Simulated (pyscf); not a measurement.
# Addition across a multiple bond or ene-type step: HN=W(F)(F)(F)–F (SMILES [NH]=[W]([F])([F])([F])[F]) + HCl (SMILES Cl) → H₂N–W(F)(F)(F)(F)–Cl (SMILES [NH2][W]([F])([F])([F])([F])[Cl])

Gas phase, singlet surface, charge 0. Bonds broken: Cl8–H9. Bonds formed: N1–H9, W2–Cl8. Structures and frequencies: ωB97X-D3(BJ)/def2-SVP in PySCF.

Transition state (Å):

```xyz
9

N      0.5633    -0.0720    -0.3037
W     -1.1688    -0.0830     0.1565
F     -1.3219    -1.9395     0.2226
F     -2.6577    -0.2303    -0.9410
F     -1.0865    -0.3038     1.9838
F     -1.6371     1.6448     0.6448
H      1.4017    -0.5370     0.0472
Cl    -0.6498     1.3930    -2.1699
H      0.4174     0.6957    -1.3989
```

One imaginary mode, 1351i cm⁻¹; descent along it reached the two sides named, in the forms told below.

| bond | change | reactant side (Å) | saddle | product side |
|---|---|---|---|---|
| Cl8–H9 | breaks | 1.282 | 1.490 | 2.6 |
| N1–H9 | forms | 2.391 | 1.345 | 1.016 |
| W2–Cl8 | forms | 4.1 | 2.8 | 2.292 |

Electronic energies relative to the separated reactants (eV):

```tsv
level	barrier	reaction energy	reverse barrier
ωB97X-D3(BJ)/def2-TZVP	1.10	-0.83	1.92
PBE/def2-TZVP	0.90	-0.77	1.67
r²SCAN/def2-TZVP	0.90	-0.91	1.81
B3LYP-D3(BJ)/def2-TZVP	1.10	-0.73	1.83
PBE0-D3(BJ)/def2-TZVP	1.02	-0.77	1.79
M06-2X/def2-TZVP	1.22	-0.55	1.77
ωB97M-D3(BJ)/def2-TZVP	1.26	-0.57	1.82
HF/def2-TZVP	2.05	-0.23	2.28
```

With ωB97M-D3(BJ)/def2-TZVP energies and thermal terms (ideal gas, 1 atm, RRHO with modes under 100 cm⁻¹ raised to 100, one conformer, R ln 2 for chiral ones without a mode under 150 cm⁻¹), in eV:

```json
[
 {"T (K)": "298", "ΔH‡": "1.19", "ΔG‡": "1.61", "ΔH": "-0.42", "ΔG": "+0.02"},
 {"T (K)": "600", "ΔH‡": "1.20", "ΔG‡": "2.04", "ΔH": "-0.41", "ΔG": "+0.46"},
 {"T (K)": "900", "ΔH‡": "1.22", "ΔG‡": "2.46", "ΔH": "-0.39", "ΔG": "+0.90"},
 {"T (K)": "1200", "ΔH‡": "1.24", "ΔG‡": "2.87", "ΔH": "-0.36", "ΔG": "+1.32"}
]
```

On the product side the descent ends in a point that may be a rotor saddle (no frequency run), 0.06 eV over the lowest minimum found and 1.87 eV under the saddle at ωB97X-D3(BJ)/def2-TZVP. This is the saddle that the search found; another between the same sides may lie lower. Elements past Kr carry the def2 core potentials, without spin-orbit coupling.
